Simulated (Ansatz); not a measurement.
in.yaml

```yaml
crystal:
  periodic: [false, false, false]
  atoms:
    - {symbol: Cu, position_ang: [0.000000, 0.000000, 0.385068]}
    - {symbol: N, position_ang: [0.000000, 0.000000, -1.452436]}
    - {symbol: H, position_ang: [0.000000, 0.825104, -2.046587]}
    - {symbol: H, position_ang: [0.000000, -0.825104, -2.046587]}
basis:
  gaussian: {orbitals: def2-SVP}
total_charge: 1
magnetization: {spin_polarized: true, initial_magnetization: 1}
hamiltonian: {xc: {name: r2SCAN}}
```

```sh
$ ansatz run in.yaml --threads 1 --pin off --events-out ev --progress --plain --max-ram 2816MiB --backend cpu
```

Q: Roughly how long does this take on 1 thread of AMD EPYC 7R13, shared host, and how much host memory?

A: 6 s wall and 0.21 GiB.

```
672 factors; their error is unknown
mean field evaluation 1: about -46125.7239 eV, gradient 7.7e1 eV
mean field evaluation 2: about -45370.9625 eV, gradient 1.6e2 eV
mean field evaluation 4: about -46088.8272 eV, gradient 1.1e2 eV
mean field evaluation 8: about -46146.2640 eV, gradient 2.2e-1 eV
mean field evaluation 16: about -46144.2007 eV, gradient 1.3e0 eV
mean field -46146.26424190 eV, -1695.8439318283 hartree, gradient 1.1e-5 eV, S^2 0.756746; 3 other end points of the search recorded, 0 dependent functions left out
reference -46146.26428003 eV, -1695.8439332297 hartree; 19, 18 occupied and 36, 37 virtual orbitals, 672 factors
Total energy: -46146.26428003 eV, -1695.8439332297 hartree
```
